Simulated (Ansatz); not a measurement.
Consider CdO in the rock salt structure (space group Fm-3m, No. 225).

```xyz
2
Lattice="0.0000 2.3842 2.3842 2.3842 0.0000 2.3842 2.3842 2.3842 0.0000" Properties=species:S:1:pos:R:3 pbc="T T T"
O      0.0000     0.0000     0.0000
Cd     2.3842     2.3842     2.3842
```

All numbers come from PBE (Ansatz, a program for electronic structure; PAW; 420 eV plane waves; scalar-relativistic without spin-orbit coupling), earlier PAW set.

Modification: full substitution Cd → Mg; the structure is relaxed again.

Measured lattice parameter a: CdO 4.696 Å (temperature not stated; as listed in Priya Gopal et al., Physical Review B (2015)); MgO 4.189 Å (static lattice; corrected from measurement; as listed in Daniel Mejia-Rodriguez, S. B. Trickey, Phys. Rev. B (2018)).

### Question
How well does PBE reproduce the measured shift?

### Answer
With PBE the lattice parameter a moves by -0.514 Å (4.768 → 4.254) against -0.507 Å measured. The two measured values stand on different bases (one corrected, one not), which blurs small differences.

No phonon test of stability was made. All final runs are without spin polarisation.
